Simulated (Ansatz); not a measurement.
We consider chalcopyrite CuGaSe2, described by PBE (PAW; Ansatz, a first-principles code).

Numerical settings: plane-wave cutoff 520 eV, 8×8×8 k mesh, Fermi–Dirac smearing 0.01 eV, no spin polarisation, scalar-relativistic PAW data made under PBE.

Shape and atoms are relaxed at each volume.

Pressure at four volumes; x = ln(V/22.638 Å³). One pressure is withheld.

| V (Å³/atom) | x | P (GPa) |
|---|---|---|
| 21.732 | -0.0408 | ? |
| 22.185 | -0.0202 | 1.28 |
| 22.638 | 0.0000 | 0.01 |
| 23.543 | 0.0392 | -2.13 |

### Question
Pass a parabola P(x) through the three rows shown, estimate the bulk modulus and its pressure derivative near zero pressure, and predict the withheld pressure.

### Answer
Slopes between the rows: (0.01 − (1.28))/(0.0000 − (-0.0202)) = -62.87 and (-2.13 − (0.01))/(0.0392 − (0.0000)) = -54.59 GPa. Their difference over the span 0.0594 is c = 8.28/0.0594 = 139.4 GPa, so P(x) = 1.28 + (-62.87)(x − (-0.0202)) + 139.4 (x − (-0.0202))(x − (0.0000)). At the middle row B = −dP/dx = −[-62.87 + 139.4 × 0.0202] = 60.1 GPa, and B′ = dB/dP = 2c/B = 4.6. At x = -0.0408 the parabola gives 2.69 GPa; the run gives 2.72 GPa. The Birch–Murnaghan fit to the energies at all volumes has B0 = 60.0 GPa and B′ = 4.9.

Note: this level leaves the solid without a gap, although one is measured.
